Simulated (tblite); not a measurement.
Compound: C₅H₁₀Cl (doublet state).
Numbering: `[CH2:1][CH2:2][C@H:3]([CH3:4])[CH2:5][Cl:6]` (hydrogens: H7, H8 on C1; H9, H10 on C2; H11 on C3; H12, H13, H14 on C4; H15, H16 on C5)

A start from a force field or distance geometry was refined with GFN2-xTB geometry optimisation, gas phase (tblite 0.8.0). Values at the start:

```csv
coordinate,start
C1–C2,1.511 Å
C1–H7,1.111 Å
C2–C3,1.493 Å
C2–H9,1.112 Å
C2–H10,1.114 Å
C3–C4,1.547 Å
C3–C5,1.524 Å
C3–H11,1.095 Å
C4–H12,1.084 Å
C5–Cl6,1.781 Å
C5–H15,1.118 Å
C5–H16,1.106 Å
C1–C2–C3,113.5°
C2–C3–C4,108.8°
C2–C3–C5,106.8°
C3–C5–Cl6,112.1°
C4–C3–C5,105.3°
C1–C2–C3–C4,-60°
C2–C3–C5–Cl6,180°
```

Task: How do these coordinates change at the GFN2-xTB level?

Result: 
```json
{"coordinate": "C2–C3", "GFN2-xTB (Å or °)": "1.554", "change": "+0.061"}
{"coordinate": "C1–C2", "GFN2-xTB (Å or °)": "1.470", "change": "-0.041"}
{"coordinate": "C1–H7", "GFN2-xTB (Å or °)": "1.071", "change": "-0.040"}
{"coordinate": "C5–H15", "GFN2-xTB (Å or °)": "1.090", "change": "-0.028"}
{"coordinate": "C2–H10", "GFN2-xTB (Å or °)": "1.091", "change": "-0.023"}
{"coordinate": "C3–C4", "GFN2-xTB (Å or °)": "1.525", "change": "-0.022"}
{"coordinate": "C5–H16", "GFN2-xTB (Å or °)": "1.090", "change": "-0.016"}
{"coordinate": "C2–H9", "GFN2-xTB (Å or °)": "1.098", "change": "-0.014"}
{"coordinate": "C5–Cl6", "GFN2-xTB (Å or °)": "1.786", "change": "+0.005"}
{"coordinate": "C4–H12", "GFN2-xTB (Å or °)": "1.087", "change": "+0.003"}
{"coordinate": "C3–C5", "GFN2-xTB (Å or °)": "1.523", "change": "-0.001"}
{"coordinate": "C3–H11", "GFN2-xTB (Å or °)": "1.094", "change": "-0.001"}
{"coordinate": "C4–C3–C5", "GFN2-xTB (Å or °)": "111.3", "change": "+6.0"}
{"coordinate": "C2–C3–C5", "GFN2-xTB (Å or °)": "109.1", "change": "+2.3"}
{"coordinate": "C2–C3–C4", "GFN2-xTB (Å or °)": "110.3", "change": "+1.5"}
{"coordinate": "C1–C2–C3", "GFN2-xTB (Å or °)": "112.2", "change": "-1.3"}
{"coordinate": "C3–C5–Cl6", "GFN2-xTB (Å or °)": "111.2", "change": "-0.9"}
{"coordinate": "C2–C3–C5–Cl6", "GFN2-xTB (Å or °)": "-173", "change": "+7"}
{"coordinate": "C1–C2–C3–C4", "GFN2-xTB (Å or °)": "-65", "change": "-5"}
```

The energy falls by 62.6 kJ/mol over 110 L-BFGS steps, the largest force on an atom goes from 2.74 to 0.010 eV/Å, and the atoms move by 0.296 Å rms after alignment. The bond that changes most is C2–C3 (ends: carbon bonded to 2 C and 2 H; carbon bonded to 3 C and H), which lengthens by 0.061 Å. Bonds longer at the end by more than 0.005 Å: 2 of 15; shorter: 9. Among the dihedrals that turn most is H7–C1–C2–C3, from -172° to 111°. Rotational constants go from 7423, 1330, 1208 to 6868, 1315, 1195 MHz.

Time: 0.48 s. Hardware: an Arm Neoverse V2 with one thread, shared host with 192 logical CPUs at a one-minute load of 170.

Its GFN2-xTB frequencies are all real (lowest 76 cm⁻¹).

One conformer stands for the species.

The numbers are calculated, not measured.
